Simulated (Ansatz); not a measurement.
C4H7FO can be A, `FC1CCCO1`, or B, `C/C=C(\F)OC`.

Calculated with Ansatz (gas phase, PBE0-D4/def2-TZVP geometries, no zero-point term in ΔE). CCSD(T)/CBS adds triple-zeta CCSD(T) − MP2 to the extrapolated MP2 energy (def2 sets, frozen cores). DFT in def2-TZVPP. B3LYP here is the variant with VWN-RPA as its local correlation; programs differ in this. One conformer a species, not always the lowest.

A:

```xyz
13

F    -1.0583   -1.8218    0.4934
C     0.1923   -1.2786    0.2080
C     0.0708   -0.3892   -1.0087
C    -0.4492    0.8975   -0.3765
C     0.2493    0.8903    0.9787
O     0.5975   -0.4743    1.2440
H     0.8773   -2.1248    0.1241
H    -0.5855   -0.8159   -1.7658
H     1.0638   -0.2446   -1.4430
H    -0.2174    1.7889   -0.9592
H    -1.5319    0.8416   -0.2521
H    -0.3841    1.2579    1.7884
H     1.1754    1.4731    0.9687
```

B:

Z-matrix (Å, degrees):
```
C
C 1 1.489
H 1 1.090 2 111.5
H 1 1.094 2 111.1 3 -120.6
H 1 1.094 2 111.1 3 120.5
C 2 1.323 1 124.9 3 1.5
H 2 1.083 1 119.5 3 179.7
O 6 1.332 2 125.4 1 173.6
F 6 1.344 2 121.8 1 -3.3
C 8 1.423 6 115.6 2 129.1
H 10 1.088 8 106.1 6 -176.9
H 10 1.091 8 111.2 6 63.9
H 10 1.095 8 110.4 6 -58.1
```

Question: Which is lower in electronic energy at CCSD(T)/CBS, and by how much? (Best estimate.)

Answer: Computed: A, by 95.9 kJ/mol.

Question: Give E(B) − E(A) in kJ/mol with MP2/def2-TZVPP, r2SCAN-D4, B3LYP, PBE0-D4, HF/def2-TZVPP, PBE-D4, ωB97M-V. (Best estimate.)

Answer: Computed: MP2/def2-TZVPP 101.5, r2SCAN-D4 87.1, B3LYP 70.8, PBE0-D4 97.3, HF/def2-TZVPP 83.6, PBE-D4 84.1, ωB97M-V 93.9. None reverses the order clearly.

Largest T1 diagnostic: 0.011.

The D4 term adds +5.2 kJ/mol with B3LYP and +2.4 kJ/mol with PBE0; it sums over pairs of atoms, weighted by their polarisabilities, and B3LYP, whose exchange is more repulsive, gets the larger term. From PBE to PBE0 (25 % exact exchange), in def2-TZVPP and without D4, E(B) − E(A) moves by +14.0 kJ/mol.
